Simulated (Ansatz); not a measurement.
## Ansatz (development build ahead of 0.2.0) run

```yaml
crystal:
  periodic: [false, false, false]
  atoms:
    - { symbol: B, position_ang: [0.0, 0.0, -0.65676] }
    - { symbol: F, position_ang: [0.0, 0.0, 0.65676] }
basis:
  gaussian: { orbitals: cc-pVTZ }
magnetization:
  spin_polarized: true
hamiltonian:
  xc: hf
correlation:
  method: ccsd_t
  frozen_orbitals: { B: 1, F: 1 }
```

The input is written out in the form of the current development build from the run's settings.

Output:

```yaml
Converged: yes
Reference_energy: -124.15220 hartree
Correlation_energy: -0.34822 hartree
Total_energy: -124.50042 hartree
```
